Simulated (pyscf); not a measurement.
Homolytic dissociation enthalpies at 298 K of Cl–Ge, Cl–Si, F–Ge, F–Si, F–Sn bonds in 7 gas-phase molecules, in eV. PySCF, gas phase, ωB97X-D3(BJ)/def2-SVP geometries. Correlated levels are frozen-core, on RHF or UHF. ΔMP2 is the change of the MP2 total energy from the triple- to the quadruple-zeta basis. Both columns use the same structures and thermal terms. Rows were drawn at random from the closed-shell molecules with such a bond whose radicals are computed, keep their shape and have no isomer in the data more than 5 kcal/mol lower.

| row | molecule | radicals | PBE/def2-TZVP | CCSD(T)/def2-TZVPP + ΔMP2(QZVPP) |
|---|---|---|---|---|
| 1 | Cl–SiH₂–Cl | Cl• + •H₂Si–Cl | 4.68 | 4.78 |
| 2 | F–SiH(Cl)–Cl | F• + Cl–SiH•–Cl | 6.58 | 6.73 |
| 3 | F–SiH₂–SiH₃ | F• + •H₂Si–SiH₃ | 6.24 | 6.29 |
| 4 | F–Sn(F)(F)–F | F• + F–Sn•(F)–F | 4.55 | 4.74 |
| 5 | F–GeH₃ | F• + GeH₃• | 5.53 | 5.50 |
| 6 | Cl–GeH₂–SeH | Cl• + •H₂Ge–SeH | 4.04 | ? |
| 7 | HO–SiH(F)–F | HO–SiH•–F + F• | 6.91 | 7.10 |

Task: Fit a line that carries the PBE values to the last column and predict row 6.

Result: In the 6 complete rows the last column lies -0.03 to 0.19 eV from PBE (mean 0.11, median 0.13). Least squares gives y = 0.05 + 1.01·x with residuals of 0.08 eV (root mean square). For row 6: 0.05 + 1.01 × 4.04 = 4.13 eV, an extrapolation. The computed value is 4.15 eV, 0.02 over the line. The CCSD(T) − MP2 part came from Ansatz, without density fitting, on the same reference. The frozen core leaves the outer d or s,p core shells of the metals and heavy elements correlated in the MP2 and CC values, and def2-TZVPP describes them poorly, which can shift differences by a few kcal/mol. Left out: the spin-orbit lowering of Cl, F. Elements up to Kr have no core potential and no relativistic terms here. Elements past Kr carry the def2 core potentials, without spin-orbit coupling.
